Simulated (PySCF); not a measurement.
Partial charges of `C[NH2+]CC1CC1`

Species: C5H12N (charge +1).
Geometry (PBE0-D3(BJ)/def2-SVP, Å), atoms numbered from 1 in this order:
```xyz
18
C5H12N angstrom
C      2.6120   -0.1071   -0.1721
N      1.2336   -0.6466   -0.2673
C      0.2612    0.1909   -1.0540
C     -1.1043   -0.4137   -1.0073
C     -1.9467   -0.2539    0.2381
C     -2.3054    0.4880   -1.0053
H      3.2314   -0.7883    0.4243
H      2.5742    0.8795    0.3055
H      3.0270   -0.0122   -1.1830
H      0.8348   -0.7813    0.6716
H      1.2553   -1.5890   -0.6772
H      0.6641    0.2654   -2.0752
H      0.2815    1.1938   -0.6026
H     -1.2106   -1.3527   -1.5628
H     -2.5675   -1.0994    0.5434
H     -1.5427    0.3275    1.0741
H     -2.1379    1.5683   -1.0285
H     -3.1744    0.1597   -1.5791
```

Density: PBE0/pcSseg-1 (PySCF); schemes: Mulliken, IAO, Hirshfeld and ESP-fitted. One conformer (not necessarily the lowest) at the PBE0-D3(BJ)/def2-SVP geometry, without solvent, vibrations or thermal averaging.

Q: What partial charge does each atom carry?

A: In e:

| atom | environment | Mulliken | IAO | Hirshfeld | ESP-fitted |
| --- | --- | --- | --- | --- | --- |
| C1 | N-methyl carbon | -0.142 | -0.322 | -0.010 | -0.273 |
| N2 | ammonium nitrogen | -0.358 | -0.181 | +0.044 | +0.007 |
| C3 | sp3 carbon bound to nitrogen | -0.010 | -0.152 | +0.021 | -0.307 |
| C4 | three-membered-ring carbon | -0.370 | -0.172 | -0.044 | -0.195 |
| C5 | three-membered-ring carbon | -0.214 | -0.293 | -0.076 | -0.428 |
| C6 | three-membered-ring carbon | -0.168 | -0.260 | -0.058 | -0.131 |
| H7 | methyl hydrogen | +0.183 | +0.193 | +0.090 | +0.157 |
| H8 | methyl hydrogen | +0.181 | +0.189 | +0.087 | +0.159 |
| H9 | methyl hydrogen | +0.182 | +0.190 | +0.088 | +0.160 |
| H10 | N–H hydrogen | +0.269 | +0.321 | +0.187 | +0.264 |
| H11 | N–H hydrogen | +0.269 | +0.321 | +0.194 | +0.287 |
| H12 | methylene hydrogen | +0.192 | +0.178 | +0.077 | +0.192 |
| H13 | methylene hydrogen | +0.168 | +0.169 | +0.075 | +0.223 |
| H14 | methine hydrogen | +0.166 | +0.159 | +0.060 | +0.187 |
| H15 | methylene hydrogen | +0.174 | +0.174 | +0.069 | +0.205 |
| H16 | methylene hydrogen | +0.144 | +0.147 | +0.055 | +0.206 |
| H17 | methylene hydrogen | +0.158 | +0.161 | +0.066 | +0.132 |
| H18 | methylene hydrogen | +0.175 | +0.178 | +0.075 | +0.156 |

Mean size of the charges over all atoms: IAO 0.209 e, ESP-fitted 0.204 e, Mulliken 0.196 e, Hirshfeld 0.077 e. Each set sums to the total charge, 1, to within 0.001 e. The IAO scheme counts the electrons in orthogonalised intrinsic atomic orbitals, a minimal basis polarised so that it spans the occupied orbitals exactly.

Lowest charge. The schemes don't all agree: Mulliken C4 (-0.370); IAO C1 (-0.322); Hirshfeld C5 (-0.076); ESP-fitted C5 (-0.428).

Highest charge. All schemes pick atoms of one kind: Mulliken H10 and H11 (+0.269); IAO H10 and H11 (+0.321); Hirshfeld H11 (+0.194); ESP-fitted H11 (+0.287).

Q: How closely do the schemes follow one another over all atoms?

A: Correlation coefficient and root-mean-square difference: IAO with ESP-fitted 0.93, 0.080 e; Mulliken with IAO 0.91, 0.089 e; IAO with Hirshfeld 0.89, 0.152 e; Hirshfeld with ESP-fitted 0.84, 0.160 e; Mulliken with Hirshfeld 0.80, 0.154 e; Mulliken with ESP-fitted 0.79, 0.135 e.

Q: How many electrons does the Mulliken scheme count on N2?

A: Z − q = 7 − (-0.358) = 7.358.

Q: Sum the charges by element, for elements with more than one atom.

A: 
```json
{"element": "C", "atoms": "5", "Mulliken": "-0.904", "IAO": "-1.198", "Hirshfeld": "-0.168", "ESP-fitted": "-1.334"}
{"element": "H", "atoms": "12", "Mulliken": "+2.262", "IAO": "+2.379", "Hirshfeld": "+1.124", "ESP-fitted": "+2.328"}
```
